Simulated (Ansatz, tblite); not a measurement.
# BeF2: a ladder of methods and basis sets

The task here is to estimate one member of a computed series from the others.

Method: as each input shows; program: Ansatz 0.2.0, Gaussian basis.

The runs, in order: GFN1-xTB, GFN2-xTB, PBE-D4/def2-TZVP, r2SCAN-D4/def2-TZVP, LDA/def2-TZVP, ωB97M-V/def2-TZVP, r2SCAN0-D4/def2-TZVP, ωB97X-V/def2-TZVP, LC-ωPBE/def2-TZVP, r2SCANh-D4/def2-TZVP, PBE-QIDH/def2-TZVP, PBE-D4/def2-SVP, PBE0-D4/def2-SVP, HF/STO-3G, HF/6-31G, B3LYP-D4/6-31G, CCSD(T)/def2-TZVPP, MP2/def2-TZVP, RPA/def2-TZVP.

2 further runs of the same task are left out: 2 set aside as unsound or not needed. Runs told in other sessions of the task aren't counted.

### The structure

The geometry is that of the singlet, from an earlier relaxation (PBE-D4/def2-TZVP).

3 atoms, charge 0, spin multiplicity 1.

Bond lengths: Be1–F2 1.391 Å, Be1–F3 1.391 Å. Angles: F2–Be1–F3 179.8°.

Geometry (Å):

```
Be   -0.00137   -0.00079   -0.00003
F    -0.01601   -0.02027    1.39080
F     0.01738    0.02105   -1.39077
```

PBE0-D4/def2-TZVP was run before; its log isn't repeated, and its numbers join the tables.

Set-up of the first run:

Tight binding, by tblite at 300 K electronic temperature and without a spin-polarisation term:

```python
tblite.interface.Calculator('GFN1-xTB', numbers, positions, charge=0, uhf=0).singlepoint()
```

Tight binding, by tblite at 300 K electronic temperature and without a spin-polarisation term:

```python
tblite.interface.Calculator('GFN2-xTB', numbers, positions, charge=0, uhf=0).singlepoint()
```

start.molden holds the orbitals of an earlier run on this state, given as this run's starting guess.

in.yaml reads:

```yaml
crystal:
  periodic: [false, false, false]
  atoms:
    - {symbol: Be, position_ang: [-0.001373, -0.000789, -0.000029]}
    - {symbol: F, position_ang: [-0.016010, -0.020274, 1.390801]}
    - {symbol: F, position_ang: [0.017382, 0.021054, -1.390772]}
basis:
  gaussian: {orbitals: def2-TZVP, initial_orbitals: start.molden}
hamiltonian: {xc: pbe, dispersion: d4}
scf: {omitted_lower_state_checks: [starts]}
output: {orbitals: {seedname: orbitals}}
```

On the command line:

```
ansatz run in.yaml --threads 4 --pin off --events-out ev --progress --plain --max-ram 3916MiB
```

Among the steps run: PBE-D4/def2-TZVP; r2SCAN-D4/def2-TZVP; LDA/def2-TZVP; ωB97M-V/def2-TZVP; r2SCAN0-D4/def2-TZVP; ωB97X-V/def2-TZVP; LC-ωPBE/def2-TZVP; r2SCANh-D4/def2-TZVP; PBE-QIDH/def2-TZVP; PBE-D4/def2-SVP; PBE0-D4/def2-SVP; HF/STO-3G; HF/6-31G; B3LYP-D4/6-31G; CCSD(T)/def2-TZVPP; MP2/def2-TZVP; RPA/def2-TZVP.

One table of the session follows, with a row left open; its other results are not shown here.

```
               level  HOMO (eV)  LUMO (eV)  gap (eV)
           HF/STO-3G     -11.79       8.69     20.49
            HF/6-31G     -16.93       2.90     19.83
       LDA/def2-TZVP      -9.94      -1.53      8.41
     PBE-D4/def2-SVP      -9.36      -1.28      8.08
    PBE-D4/def2-TZVP      -9.66      -1.41      8.25
 r2SCAN-D4/def2-TZVP     -10.14      -0.81      9.33
r2SCANh-D4/def2-TZVP     -10.91      -0.61     10.29
      B3LYP-D4/6-31G     -10.93      -0.42     10.51
    PBE0-D4/def2-SVP     -11.49      -0.52     10.97
   PBE0-D4/def2-TZVP     -11.71      -0.72     10.99
r2SCAN0-D4/def2-TZVP     -12.07      -0.34     11.73
   LC-ωPBE/def2-TZVP     -14.62       0.77     15.40
   ωB97X-V/def2-TZVP          ?          ?         ?
   ωB97M-V/def2-TZVP     -14.25       0.19     14.45
```

**Question.** Estimate the row for ωB97X-V/def2-TZVP.

As computed: HOMO (eV): -14.28; LUMO (eV): 0.74; gap (eV): 15.02. In the column «HOMO (eV)» it lies between LC-ωPBE/def2-TZVP (-14.62) and ωB97M-V/def2-TZVP (-14.25).
